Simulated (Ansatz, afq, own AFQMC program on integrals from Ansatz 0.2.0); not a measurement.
## CO, quintet: AFQMC among the cluster methods

```xyz
2

O     0.0000    0.0000    0.0000
C     0.0000    0.0000    1.1955
```

Basis cc-pVTZ. Only valence electrons are correlated. AFQMC by an in-house program on the Cholesky factors that Ansatz 0.2.0 writes for its CCSD(T) run. ph-AFQMC/CISD is guided by a CISD state made of CCSD amplitudes; releasing the constraint for a short imaginary time cuts its bias at the price of noise, slowly where states lie close. Free projection: walkers drawn from exp(T), propagated without any constraint. Its projection time is finite, and what remains of the start isn't in its error. ± is one standard error of the sampling.

Determinant: UHF, the one that the program's search chose, which needn't be the lowest solution. The geometry is a PBE0/def2-TZVP stationary point of this or a neighbouring charge and spin state.

No full CI on the walks' own integrals is used here; CCSDT(Q) serves as the reference and is uncertain by about the last step of the cluster series.

Cautions: another spin lies lower (by 11.72 eV).

```
T1 diagnostic                               : 0.0159
weight of the determinant in the CISD state : 0.933
⟨S²⟩ of the determinant                     : 6.013
size of the correlated space                : 10 electrons in 58 orbitals
```

Reference: CCSDT(Q), correlation energy -7.259 eV. The released energy is read at 2.40 1/Eh (meV from the phaseless value at times in 1/Eh: 7 ± 6 at 0.24, 0.3 ± 2.5 at 0.51, -8 ± 3 at 0.99, -7 ± 4 at 1.62, -10 ± 4 at 2.40).

```
         level  E − E(reference) (kJ/mol)  share of correlation (%)
            HF                      700.4                      0.00
           MP2                       75.6                     89.21
          CCSD                       20.9                     97.01
       CCSD(T)                        2.1                     99.70
         CCSDT                        0.5                     99.92
   ph-AFQMC/HF                 -2.1 ± 1.8                    100.30
 ph-AFQMC/CISD                  0.4 ± 0.4                     99.94
released AFQMC                 -0.5 ± 0.4                    100.07
    free AFQMC                  0.3 ± 0.3                     99.95
```

Free projections are given only where their last times agree within the noise and don't stop above the reference; a slow remainder of the start can still hide under it. A walk keeps the symmetry of its determinant, which the program's search chose and which needn't be the lowest solution, so a lower state of the same spin and another symmetry isn't excluded. Released energies are given only where the last usable release times agree within the noise; a slower fall can still hide under it.
